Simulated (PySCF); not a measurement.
## Working out the ionisation energy of Al

Al [Ne] 3s2 3p1 (2P) → Al⁺ [Ne] 3s2 (1S). Computed with PySCF 2.14 in aug-cc-pCVTZ-DK, with the spin-free X2C one-electron Hamiltonian (Gaussian nucleus). Frozen: nothing. Energies in hartree (1 hartree = 27.21139 eV):

```tsv
part	Al (lower)	Al⁺ (upper)
UHF	-242.314584	-242.109191
CCSD correlation	-0.366473	-0.355119
(T)	-0.004441	-0.003479
```

Task: What does Hartree-Fock give?

Result: (-242.109191) − (-242.314584) = 0.205393 hartree = 5.589 eV.

Task: What do CCSD and CCSD(T) give?

Result: The CCSD correlation energies differ by 0.011354 hartree = 0.309 eV and the triples by 0.000962 hartree = 0.026 eV, so CCSD gives 5.898 eV and CCSD(T) 5.924 eV.

Measured between the centres of the two terms (NIST): 5.977 eV, so CCSD(T) (all electrons) is off by -0.053 eV.

What remains against the reference includes basis incompleteness and higher excitations.
